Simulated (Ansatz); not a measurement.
The cluster Al₃H₂, relaxed as a doublet with UKS B3LYP-D4/def2-TZVP in Ansatz, starting from the GFN1-xTB geometry. Force threshold 0.02 eV/Å.

The structure comes from a short search, and lower isomers may exist.

Start:

```xyz
5

Al    0.088    0.790   -1.267
Al    1.209    1.012    1.063
Al   -0.674   -0.660    1.441
H    -0.312    1.303   -3.000
H    -0.311   -2.444    1.762
```

```
step  energy (eV)  largest force component (eV/Å)  SCF passes
   1  -19822.9518                           1.681          20
   2  -19823.5080                           0.451          28
   3  -19823.6668                           0.376          27
   4  -19823.7719                           0.348          27
   5  -19823.8012                           0.375          27
   6  -19823.8110                           0.072          24
   7  -19823.8127                           0.013          22
```

Force components are those of the run's own axes.

End:

```xyz
5

Al    0.099    0.842   -1.095
Al    1.188    1.322    1.102
Al   -0.091   -0.824    1.113
H    -0.424    0.887   -2.609
H    -0.771   -2.226    1.488
```

Bonds formed: Al1–Al3 (atoms count from 1). The end is the same structure that another start reached, the lowest one found.

No frequencies were taken in this run, so the end may be a saddle point.

Hardware: 4 threads of Arm Neoverse V1 on a shared host. Wall time 11 s.
